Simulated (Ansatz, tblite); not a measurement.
# The cluster As3−: isomers from a random search, part 1 of 2

Which shape does the cluster As3− prefer? Candidates from a tight-binding search are relaxed and compared.

Program: Ansatz 0.2.0, Gaussian basis. Level of theory: relaxed with B3LYP-D4/def2-TZVPD, singlet. These are calculated values, not measurements.

## 1. The system as given

3 atoms, charge -1, spin multiplicity 1.

Atoms are counted from 1 here; the program's logs count them from 0.

Bond lengths: As1–As2 2.143 Å, As2–As3 2.142 Å. Angles: As1–As2–As3 180.0°.

Geometry (Å):

```xyz
3
charge -1, multiplicity 1
As   -0.03640   -1.66727   -1.34502
As    0.00054    0.00002    0.00009
As    0.03585    1.66726    1.34494
```

The ion is computed in the gas phase, without counter-ions or solvent.

A search from random starts with GFN1-xTB found 3 distinct shapes; 2 go on here. The structure above is candidate A, which lies 0.00 eV above the lowest at that level; B lies 0.30 eV above the lowest at that level.

## 2. Relaxing candidate A

Contents of in.yaml:

```yaml
crystal:
  periodic: [false, false, false]
  atoms:
    - {symbol: As, position_ang: [-0.036400, -1.667270, -1.345020]}
    - {symbol: As, position_ang: [0.000540, 0.000020, 0.000090]}
    - {symbol: As, position_ang: [0.035850, 1.667260, 1.344940]}
basis:
  gaussian: {orbitals: def2-TZVPD}
total_charge: -1
hamiltonian: {xc: {name: B3LYP}, dispersion: d4}
scf: {lower_state_search: "off"}
output: {orbitals: {seedname: orbitals}}
relax: {f_tol: 0.02, max_steps: 100}
```

The run is started by

```
$ ansatz run in.yaml --threads 4 --pin off --events-out ev --progress --plain --max-ram 3916MiB
```

The log of the run:

```text
Functional definition: B3LYP
  name "B3LYP"
  cite "Stephens, Devlin, Chabalowski & Frisch, J. Phys. Chem. 98, 11623 (1994) doi:10.1021/j100096a001"
  cite "Becke, Phys. Rev. A 38, 3098 (1988) doi:10.1103/PhysRevA.38.3098"
  cite "Lee, Yang & Parr, Phys. Rev. B 37, 785 (1988) doi:10.1103/PhysRevB.37.785"
  cite "Vosko, Wilk & Nusair, Can. J. Phys. 58, 1200 (1980) doi:10.1139/p80-159"
  parameter a0 = 0.2
  parameter ax = 0.72
  parameter ac = 0.81
  exchange = (1 - a0 - ax)*slater_x + ax*b88_x + a0*exact_x
  correlation = (1 - ac)*vwn_rpa_c + ac*lyp_c
these checks for a lower state are left out or cut short: stability, starts, cluster_reference, orbital_swaps, neighbouring_geometries, increment
1296 factors; their error is unknown
mean field evaluation 1: about -182526.7022 eV, gradient 3.4e1 eV
mean field evaluation 2: about -182520.9911 eV, gradient 5.8e1 eV
mean field evaluation 4: about -182528.4107 eV, gradient 1.5e0 eV
mean field evaluation 8: about -182528.9891 eV, gradient 5.2e-1 eV
mean field evaluation 16: about -182528.9893 eV, gradient 4.7e-5 eV
mean field -182528.98925435 eV, -6707.8166325049 hartree, gradient 3.3e-7 eV, S^2 0.000000; 0 other end points of the search recorded, 0 dependent functions left out
the calculation of the forces begins
reference -182528.98945953 eV, -6707.8166400450 hartree; 50, 50 occupied and 112, 112 virtual orbitals, 1296 factors
relax step   1: F+E_penalty+E_count = -182529.20579178 eV  Δ(F+E_penalty+E_count) = +0.000e0 eV  max|allowed force component| = 5.818e-1 eV/Å  Δτ_max = 0.0000 Å  (18 SCF iters, accepted)
these checks for a lower state are left out or cut short: stability, starts, cluster_reference, orbital_swaps, neighbouring_geometries, increment
1296 factors; their error is unknown
mean field -182529.01725095 eV, -6707.8176613609 hartree, gradient 2.9e-6 eV, S^2 0.000000; 0 other end points of the search recorded, 0 dependent functions left out
the calculation of the forces begins
reference -182529.01745643 eV, -6707.8176689123 hartree; 50, 50 occupied and 112, 112 virtual orbitals, 1296 factors
relax step   2: F+E_penalty+E_count = -182529.23069896 eV  Δ(F+E_penalty+E_count) = -2.491e-2 eV  max|allowed force component| = 5.718e-2 eV/Å  Δτ_max = 0.0385 Å  (23 SCF iters, accepted)
these checks for a lower state are left out or cut short: stability, starts, cluster_reference, orbital_swaps, neighbouring_geometries, increment
1296 factors; their error is unknown
mean field evaluation 32: about -182529.0171 eV, gradient 5.1e-1 eV
mean field -182529.01724148 eV, -6707.8176610127 hartree, gradient 1.9e-6 eV, S^2 0.000000; 0 other end points of the search recorded, 0 dependent functions left out
the calculation of the forces begins
reference -182529.01744693 eV, -6707.8176685630 hartree; 50, 50 occupied and 112, 112 virtual orbitals, 1296 factors
relax step   3: F+E_penalty+E_count = -182529.23097201 eV  Δ(F+E_penalty+E_count) = -2.731e-4 eV  max|allowed force component| = 2.892e-3 eV/Å  Δτ_max = 0.0035 Å  (24 SCF iters, accepted)
Total energy: -182529.23117746 eV, -6707.8255230151 hartree
Atom 0 at    -0.036824    -1.694395    -1.366880 Å, force     0.000250     0.002833     0.002311 eV/Å
Atom 1 at     0.000211    -0.000014     0.000018 Å, force    -0.000376     0.000059    -0.000003 eV/Å
Atom 2 at     0.036603     1.694420     1.366872 Å, force     0.000126    -0.002892    -0.002308 eV/Å
Dipole moment:    -0.000026     0.000001    -0.000003 e Å
Checks for a lower state left out: stability, starts, cluster_reference, orbital_swaps, neighbouring_geometries, increment
```

Wall time 6 s (4 threads of Arm Neoverse V2, shared host).

Relaxation path:

```
step  energy from step 1 (eV)  largest force component (eV/Å)
   1                   0.0000                          0.5818
   2                  -0.0249                          0.0572
   3                  -0.0252                          0.0029
```

Distances of close pairs at the start and the end, largest changes first:

```
   bond  before (Å)  after (Å)  change (Å)
As2–As3       2.142      2.177      +0.035
As1–As2       2.143      2.177      +0.035
```

## 3. Relaxing candidate B

Contents of in.yaml:

```yaml
crystal:
  periodic: [false, false, false]
  atoms:
    - {symbol: As, position_ang: [1.326660, 0.299700, 0.142390]}
    - {symbol: As, position_ang: [-0.693670, 0.464020, -1.083170]}
    - {symbol: As, position_ang: [-0.632990, -0.763720, 0.940780]}
basis:
  gaussian: {orbitals: def2-TZVPD}
total_charge: -1
hamiltonian: {xc: {name: B3LYP}, dispersion: d4}
scf: {lower_state_search: "off"}
output: {orbitals: {seedname: orbitals}}
relax: {f_tol: 0.02, max_steps: 100}
```

The command is unchanged.

The log of the run:

```text
Functional definition: B3LYP
  name "B3LYP"
  cite "Stephens, Devlin, Chabalowski & Frisch, J. Phys. Chem. 98, 11623 (1994) doi:10.1021/j100096a001"
  cite "Becke, Phys. Rev. A 38, 3098 (1988) doi:10.1103/PhysRevA.38.3098"
  cite "Lee, Yang & Parr, Phys. Rev. B 37, 785 (1988) doi:10.1103/PhysRevB.37.785"
  cite "Vosko, Wilk & Nusair, Can. J. Phys. 58, 1200 (1980) doi:10.1139/p80-159"
  parameter a0 = 0.2
  parameter ax = 0.72
  parameter ac = 0.81
  exchange = (1 - a0 - ax)*slater_x + ax*b88_x + a0*exact_x
  correlation = (1 - ac)*vwn_rpa_c + ac*lyp_c
these checks for a lower state are left out or cut short: stability, starts, cluster_reference, orbital_swaps, neighbouring_geometries, increment
1296 factors; their error is unknown
mean field evaluation 1: about -182526.5602 eV, gradient 3.2e1 eV
mean field evaluation 2: about -182514.7553 eV, gradient 6.6e1 eV
mean field evaluation 4: about -182527.2003 eV, gradient 1.5e1 eV
mean field evaluation 8: about -182528.0879 eV, gradient 3.2e-1 eV
mean field evaluation 16: about -182528.6546 eV, gradient 2.3e-2 eV
mean field -182528.65458679 eV, -6707.8043336989 hartree, gradient 4.0e-6 eV, S^2 0.000000; 0 other end points of the search recorded, 0 dependent functions left out
the calculation of the forces begins
reference -182528.65477770 eV, -6707.8043407147 hartree; 50, 50 occupied and 112, 112 virtual orbitals, 1296 factors
relax step   1: F+E_penalty+E_count = -182528.90611525 eV  Δ(F+E_penalty+E_count) = +0.000e0 eV  max|allowed force component| = 2.589e0 eV/Å  Δτ_max = 0.0000 Å  (26 SCF iters, accepted)
these checks for a lower state are left out or cut short: stability, starts, cluster_reference, orbital_swaps, neighbouring_geometries, increment
1296 factors; their error is unknown
mean field evaluation 32: about -182528.5656 eV, gradient 4.7e-3 eV
mean field -182529.13633648 eV, -6707.8220376734 hartree, gradient 2.4e-6 eV, S^2 0.000000; 0 other end points of the search recorded, 0 dependent functions left out
the calculation of the forces begins
reference -182529.13653113 eV, -6707.8220448267 hartree; 50, 50 occupied and 112, 112 virtual orbitals, 1296 factors
relax step   2: F+E_penalty+E_count = -182529.38700587 eV  Δ(F+E_penalty+E_count) = -4.809e-1 eV  max|allowed force component| = 3.109e-1 eV/Å  Δτ_max = 0.1473 Å  (29 SCF iters, accepted)
these checks for a lower state are left out or cut short: stability, starts, cluster_reference, orbital_swaps, neighbouring_geometries, increment
1296 factors; their error is unknown
mean field -182529.14911203 eV, -6707.8225071662 hartree, gradient 2.3e-6 eV, S^2 0.000000; 0 other end points of the search recorded, 0 dependent functions left out
the calculation of the forces begins
reference -182529.14930818 eV, -6707.8225143746 hartree; 50, 50 occupied and 112, 112 virtual orbitals, 1296 factors
relax step   3: F+E_penalty+E_count = -182529.39935167 eV  Δ(F+E_penalty+E_count) = -1.235e-2 eV  max|allowed force component| = 2.076e-2 eV/Å  Δτ_max = 0.0367 Å  (24 SCF iters, accepted)
these checks for a lower state are left out or cut short: stability, starts, cluster_reference, orbital_swaps, neighbouring_geometries, increment
1296 factors; their error is unknown
mean field -182529.14913927 eV, -6707.8225081673 hartree, gradient 2.7e-6 eV, S^2 0.000000; 0 other end points of the search recorded, 0 dependent functions left out
the calculation of the forces begins
reference -182529.14933538 eV, -6707.8225153742 hartree; 50, 50 occupied and 112, 112 virtual orbitals, 1296 factors
relax step   4: F+E_penalty+E_count = -182529.39938904 eV  Δ(F+E_penalty+E_count) = -3.736e-5 eV  max|allowed force component| = 1.936e-3 eV/Å  Δτ_max = 0.0015 Å  (25 SCF iters, accepted)
Total energy: -182529.39958515 eV, -6707.8317118834 hartree
Atom 0 at     1.443182     0.252367     0.274592 Å, force     0.001555     0.000632    -0.000290 eV/Å
Atom 1 at    -0.868987     0.440482    -1.128097 Å, force    -0.000404     0.000895    -0.001646 eV/Å
Atom 2 at    -0.574196    -0.692850     0.853505 Å, force    -0.001151    -0.001527     0.001936 eV/Å
Dipole moment:    -0.124670    -0.150382     0.185232 e Å
Checks for a lower state left out: stability, starts, cluster_reference, orbital_swaps, neighbouring_geometries, increment
```

Run time: 9 s. Hardware: 4 threads of Arm Neoverse V2, shared host.

Relaxation path:

```
step  energy from step 1 (eV)  largest force component (eV/Å)
   1                   0.0000                          2.5888
   2                  -0.4809                          0.3109
   3                  -0.4932                          0.0208
   4                  -0.4933                          0.0019
```

Distances of close pairs at the start and the end, largest changes first:

| bond | before (Å) | after (Å) | change (Å) |
| --- | --- | --- | --- |
| As1–As2 | 2.369 | 2.711 | +0.342 |
| As1–As3 | 2.368 | 2.302 | -0.066 |
| As2–As3 | 2.368 | 2.302 | -0.066 |

## 4. The relaxed candidates

```csv
candidate,point group,"bonds (count, mean Å)",energy above the lowest (kcal/mol)
A,Dinfh,"As–As 2, 2.18",3.9
B,C2v,"As–As 3, 2.44",0.0
```

## 5. Candidate A, GFN1-xTB

Tight binding, by tblite at 300 K electronic temperature and without a spin-polarisation term:

```python
tblite.interface.Calculator('GFN1-xTB', numbers, positions, charge=-1, uhf=0).singlepoint()
```

Energy -194.7065 eV, HOMO 0.62 eV, LUMO 2.75 eV; 0.002 s.

## 6. Candidate A, GFN2-xTB

Tight binding, by tblite at 300 K electronic temperature and without a spin-polarisation term:

```python
tblite.interface.Calculator('GFN2-xTB', numbers, positions, charge=-1, uhf=0).singlepoint()
```

Energy -196.7074 eV, HOMO -2.10 eV, LUMO -0.11 eV; 0.002 s.

## 7. Candidate A, PBE0-D4/def2-TZVPD

start.molden holds the orbitals of an earlier run on this state, given as this run's starting guess.

Contents of in.yaml:

```yaml
crystal:
  periodic: [false, false, false]
  atoms:
    - {symbol: As, position_ang: [-0.036824, -1.694395, -1.366880]}
    - {symbol: As, position_ang: [0.000211, -0.000014, 0.000018]}
    - {symbol: As, position_ang: [0.036603, 1.694420, 1.366872]}
basis:
  gaussian: {orbitals: def2-TZVPD, initial_orbitals: start.molden}
total_charge: -1
hamiltonian: {xc: pbe0, dispersion: d4}
scf: {omitted_lower_state_checks: [starts]}
output: {orbitals: {seedname: orbitals}}
```

The command is unchanged.

The log of the run:

```text
Functional definition: PBE0
  name "PBE0"
  cite "Adamo & Barone, J. Chem. Phys. 110, 6158 (1999) doi:10.1063/1.478522"
  cite "Perdew, Burke & Ernzerhof, Phys. Rev. Lett. 77, 3865 (1996) doi:10.1103/PhysRevLett.77.3865"
  parent pbe
  parameter a = 0.25
  parameter kappa = 0.804
  parameter beta = 0.06672455060314922
  exchange = (1 - a)*pbe_x(kappa = kappa, mu = beta*pi^2/3) + a*exact_x
  correlation = pbe_c(beta = beta)
these checks for a lower state are left out or cut short: starts
1311 factors; their error is unknown
mean field evaluation 1: about -182470.1601 eV, gradient 1.4e2 eV
mean field evaluation 2: about -182484.0074 eV, gradient 2.0e1 eV
mean field evaluation 4: about -182498.5845 eV, gradient 2.8e1 eV
mean field evaluation 8: about -182503.4647 eV, gradient 6.3e-1 eV
mean field -182503.46500141 eV, -6706.8786335102 hartree, gradient 1.2e-5 eV, S^2 0.000000; 0 other end points of the search recorded, 0 dependent functions left out
reference -182503.46502416 eV, -6706.8786343462 hartree; 50, 50 occupied and 112, 112 virtual orbitals, 1311 factors
Total energy: -182503.57521002 eV, -6706.8826836020 hartree
Checks for a lower state left out: starts
```

Run time: 3.2 s. Hardware: 4 threads of Arm Neoverse V2, shared host.

HOMO -0.89 eV, LUMO 2.58 eV.

(Continued in part 2 of 2.)
